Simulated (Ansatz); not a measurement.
```yaml
crystal:
  periodic: [false, false, false]
  atoms:
    - {symbol: C, position_ang: [-0.704541, 0.532546, -0.285445]}
    - {symbol: C, position_ang: [0.378987, -0.286458, 0.153544]}
    - {symbol: N, position_ang: [1.242203, -0.938948, 0.503274]}
    - {symbol: H, position_ang: [-1.503765, -0.109608, -0.668741]}
    - {symbol: H, position_ang: [-0.348913, 1.199216, -1.077351]}
    - {symbol: H, position_ang: [-1.071889, 1.120992, 0.561210]}
    - {symbol: H, position_ang: [2.007918, -1.517749, 0.813498]}
basis:
  gaussian: {orbitals: def2-TZVPP}
total_charge: 1
magnetization: {spin_polarized: true, initial_magnetization: 1}
hamiltonian: {xc: {name: revPBE}}
```

```sh
$ ansatz run in.yaml --threads 2 --pin off --events-out ev --progress --plain --max-ram 32768MiB --backend cpu
```

Problem. How does Ansatz answer? (Estimate.)

Solution. The calculation gave: The program refused the input.
```
Error: a molecule whose nuclei and cores have a total charge of 23 cannot have a net charge of 1 together with 1 unpaired electrons
```
